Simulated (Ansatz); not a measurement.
One change: `C=CCC(F)S` becomes `C=CCCS`.

Ansatz, PBE0-D4/def2-TZVP geometries, multiplicity 1. Each molecule was computed in one conformer, which needn't be the lowest.

```json
{"property": "HOMO energy (PBE/def2-TZVPP) / eV", "`C=CCC(F)S`": "-6.07"}
{"property": "HOMO energy (PBE0/def2-TZVPP) / eV", "`C=CCC(F)S`": "-7.34"}
{"property": "LUMO energy (PBE0/def2-TZVPP) / eV", "`C=CCC(F)S`": "-0.27"}
{"property": "LUMO energy (PBE/def2-TZVPP) / eV", "`C=CCC(F)S`": "-1.27"}
{"property": "LUMO energy (B3LYP/def2-TZVPP) / eV", "`C=CCC(F)S`": "-0.50"}
{"property": "HOMO–LUMO gap (B3LYP/def2-TZVPP) / eV", "`C=CCC(F)S`": "6.60"}
```

Task: Give the same properties after the change, and the shifts. (Estimate.)

Result: Ansatz gave: 
| property | `C=CCCS` | shift |
| --- | --- | --- |
| HOMO energy (PBE/def2-TZVPP) / eV | -5.48 | 0.59 |
| HOMO energy (PBE0/def2-TZVPP) / eV | -6.73 | 0.61 |
| LUMO energy (PBE0/def2-TZVPP) / eV | 0.09 | 0.36 |
| LUMO energy (PBE/def2-TZVPP) / eV | -0.94 | 0.33 |
| LUMO energy (B3LYP/def2-TZVPP) / eV | -0.15 | 0.35 |
| HOMO–LUMO gap (B3LYP/def2-TZVPP) / eV | 6.34 | -0.26 |

With PBE0 the HOMO rises by 0.61 eV and the LUMO rises by 0.36 eV, so the gap narrows by about 0.25 eV. PBE moves the HOMO by 0.59 eV and ωB97M-V by 0.62 eV.

B3LYP here is the variant with VWN-RPA as its local correlation; programs differ in this.
